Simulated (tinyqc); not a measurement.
Extended Hueckel theory, for LiF, step by step. One step of it, computed by the program tinyqc.

Question. Mulliken analysis. P = C n C^T; charge = valence electrons (F 7, Li 1) minus the sum of (P S)_ii on the atom; overlap population = 2 sum P_ij S_ij between two atoms.

coefficients, order 1Li 2s, 1Li 2px, 1Li 2py, 1Li 2pz, 2F 2s, 2F 2px, 2F 2py, 2F 2pz:
```
[[0.076277, 0.000000, 0.000000, -0.028634, 0.848896, 0.000000, 0.000000, 0.614456],
 [0.000000, 0.016936, 0.052464, 0.000000, 0.000000, 0.995424, 0.155047, 0.000000],
 [0.000000, 0.052464, -0.016936, 0.000000, 0.000000, -0.155047, 0.995424, 0.000000],
 [0.078948, 0.000000, 0.000000, -0.015404, -0.528367, 0.000000, 0.000000, 0.972740],
 [0.942422, 0.000000, 0.000000, 0.020266, -0.036098, 0.000000, 0.000000, -0.657553],
 [0.000000, 0.304488, 0.943258, 0.000000, 0.000000, -0.186167, -0.028997, 0.000000],
 [0.000000, 0.943258, -0.304488, 0.000000, 0.000000, 0.028997, -0.186167, 0.000000],
 [0.007884, 0.000000, 0.000000, 0.996363, 0.034728, 0.000000, 0.000000, 0.142924]]
```

occupations: [2.000000, 2.000000, 2.000000, 2.000000, 0.000000, 0.000000, 0.000000, 0.000000]

overlap S, order 1Li 2s, 1Li 2px, 1Li 2py, 1Li 2pz, 2F 2s, 2F 2px, 2F 2py, 2F 2pz:
```
[[1.000000, 0.000000, 0.000000, 0.000000, 0.271235, 0.000000, 0.000000, -0.070023],
 [0.000000, 1.000000, 0.000000, 0.000000, 0.000000, 0.132784, 0.000000, 0.000000],
 [0.000000, 0.000000, 1.000000, 0.000000, 0.000000, 0.000000, 0.132784, 0.000000],
 [0.000000, 0.000000, 0.000000, 1.000000, 0.409339, 0.000000, 0.000000, -0.077164],
 [0.271235, 0.000000, 0.000000, 0.409339, 1.000000, 0.000000, 0.000000, 0.000000],
 [0.000000, 0.132784, 0.000000, 0.000000, 0.000000, 1.000000, 0.000000, 0.000000],
 [0.000000, 0.000000, 0.132784, 0.000000, 0.000000, 0.000000, 1.000000, 0.000000],
 [-0.070023, 0.000000, 0.000000, -0.077164, 0.000000, 0.000000, 0.000000, 1.000000]]
```

Give: charges; Overlap populations.

Answer.

charges: [0.8271, -0.8271]

Overlap populations:
```
pair     value
2-1   0.269088
```
